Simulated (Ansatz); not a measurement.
# BNH4 (triplet): wave-function methods side by side at distance B1–H4 along a hydrogen transfer = 1.194 Å, cc-pVDZ

Aim: climb from Hartree-Fock through coupled cluster and multireference methods for BNH4 (triplet) at one geometry and basis, and see what each rung misses.

The runs use Ansatz 0.2.0, Gaussian basis; cc-pVDZ, core rule «outside noble gas», up to 2 orbitals frozen.

The runs, in order: UHF; CCSD(T) on ROHF; CCSD(T) on UHF; BCCD(T) on ROHF; CISD; CCSDT(Q) on ROHF; CCSDT(Q) on UHF; CASSCF and MRCISD+Q, 4 electrons in 4 orbitals; CASSCF and NEVPT2, 4 electrons in 4 orbitals.

7 further runs of the same task are left out: 1 for a mislabelled method, 5 that didn't finish, 1 set aside as unsound or not needed.

## 1. The system

The geometry derives from fragments relaxed apart (PBE0/def2-TZVP) and kept rigid, so it is no stationary point. A hydrogen atom is moved between rigid fragments.

6 atoms, charge 0, spin multiplicity 3.

Atoms are counted from 1 here; the program's logs count them from 0.

Bond lengths: B1–H2 1.193 Å, B1–H3 1.193 Å, B1–H4 1.193 Å, N5–H6 1.040 Å. Angles: H2–B1–H3 120.0°, H2–B1–H4 120.0°, H3–B1–H4 120.0°.

## 2. UHF

in.yaml reads:

```yaml
crystal:
  periodic: [false, false, false]
  atoms:
    - {symbol: B, position_ang: [-1.486432, 0.035086, 0.000000]}
    - {symbol: H, position_ang: [-2.083165, 1.068657, 0.000000]}
    - {symbol: H, position_ang: [-2.083166, -0.998486, 0.000000]}
    - {symbol: H, position_ang: [-0.292967, 0.035086, 0.000000]}
    - {symbol: N, position_ang: [1.351568, 0.035086, 0.000000]}
    - {symbol: H, position_ang: [1.620650, -0.969141, 0.000000]}
basis:
  gaussian: {orbitals: cc-pVDZ}
magnetization: {spin_polarized: true, initial_magnetization: 2}
hamiltonian: {xc: hf}
output: {orbitals: {seedname: orbitals}}
```

Launch:

```bash
> ansatz run in.yaml --threads 1 --pin off --events-out ev --progress --plain --max-ram 2393MiB
```

The runs that follow: CCSD(T) on ROHF; CCSD(T) on UHF; BCCD(T) on ROHF; CISD; CCSDT(Q) on ROHF; CCSDT(Q) on UHF; CASSCF and MRCISD+Q, 4 electrons in 4 orbitals; CASSCF and NEVPT2, 4 electrons in 4 orbitals.

**Question.** What will the summary of the whole plan be? Wanted: UCCSDT(Q) below the RHF energy; RMP2 from UCCSDT(Q); UMP2 from UCCSDT(Q); RCCSD from UCCSDT(Q); RCCSD(T) from UCCSDT(Q); UCCSD(T) from UCCSDT(Q); RCCSDT(Q) from UCCSDT(Q); NEVPT2 pair from UCCSDT(Q); MRCISD+Q pair from UCCSDT(Q).

As calculated:

```
                         quantity                                                                  value
   UCCSDT(Q) below the RHF energy                                                             -7.0784 eV
              RMP2 from UCCSDT(Q)                                                            +1321.9 meV
              UMP2 from UCCSDT(Q)                                                            +1318.3 meV
             RCCSD from UCCSDT(Q)                                                             +137.7 meV
          RCCSD(T) from UCCSDT(Q)                                                              +27.7 meV
          UCCSD(T) from UCCSDT(Q)                                                              +26.5 meV
         RCCSDT(Q) from UCCSDT(Q)                                                               +1.3 meV
       NEVPT2 pair from UCCSDT(Q)                                                            +1250.7 meV
     MRCISD+Q pair from UCCSDT(Q)                                                              +20.1 meV
levels within 1 kcal/mol (43 meV)  RCCSD(T), UCCSD(T), BCCD(T), RCCSDT, UCCSDT, RCCSDT(Q), MRCISD+Q pair
                    T1 diagnostic                                                                  0.018
```

What this shows: RCCSD(T) lands +27.7 meV from the yardstick (0.4 % of the correlation energy). Of the multireference levels listed MRCISD+Q pair comes nearest in total energy (+20.1 meV), which doesn't show that its space is the better one. These misses are within one basis, not against nature; the frozen cores of restricted and unrestricted runs differ, which can shift their rows.
